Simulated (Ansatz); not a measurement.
`FC1C=C1` + NH₃ → `NC1C=C1` + H–F at 400 K and 1 bar (substitution at a C–F bond).

Computed with Ansatz on PBE0-D4/def2-TZVP structures; ΔE is electronic, products minus reactants. CCSD(T)/CBS adds triple-zeta CCSD(T) − MP2 to the extrapolated MP2 energy (def2 sets, frozen cores). This one scheme is used for every species. One conformer a species, not always the lowest.

```tsv
species	CCSD(T)/CBS energy (Eh)	H − E (kJ/mol)	S (J/(mol·K))
`FC1C=C1`	-215.65206	148.1	287.0
NH₃	-56.50880	104.2	203.1
`NC1C=C1`	-171.76334	215.9	301.3
H–F	-100.39570	36.5	182.2
```

H − E and S are ideal-gas, rigid-rotor, harmonic terms from PBE0-D4/def2-TZVP, for one conformer and one mirror image of each species. 1 Eh = 2625.50 kJ/mol, R = 8.31446 J/(mol·K).

Task: By hand: ΔE, ΔH, ΔS and ΔG.

Result: ΔE = (-171.76334) + (-100.39570) − (-215.65206) − (-56.50880) = 0.00182 Eh = 4.8 kJ/mol. Δ(H − E) = 215.9 + 36.5 − 148.1 − 104.2 = 0.1, so ΔH = 4.9 kJ/mol. ΔS = 301.3 + 182.2 − 287.0 − 203.1 = -6.6 J/(mol·K). ΔG = 4.9 − 400 × (-6.6)/1000 = 7.5 kJ/mol.

Task: By hand: the equilibrium constant, and the temperature at which ΔG would vanish if ΔH and ΔS stayed fixed.

Result: log₁₀ K = −ΔG/(RT ln 10) = -1.0. ΔH and −TΔS have one sign here, so there is no such temperature. One of them is within its doubt of zero, so this could turn.

TΔS isn't small against ΔH here. A doubt of 5 kJ/mol in ΔE shifts log₁₀ K by 0.7 here. Other conformers and mirror images would add mixing entropy, several J/(mol·K) or more a flexible species. These are equilibria of isolated gas molecules and say nothing of rates. Largest T1 diagnostic: 0.011 (customary marks: 0.02 for closed shells, 0.045 for open ones).
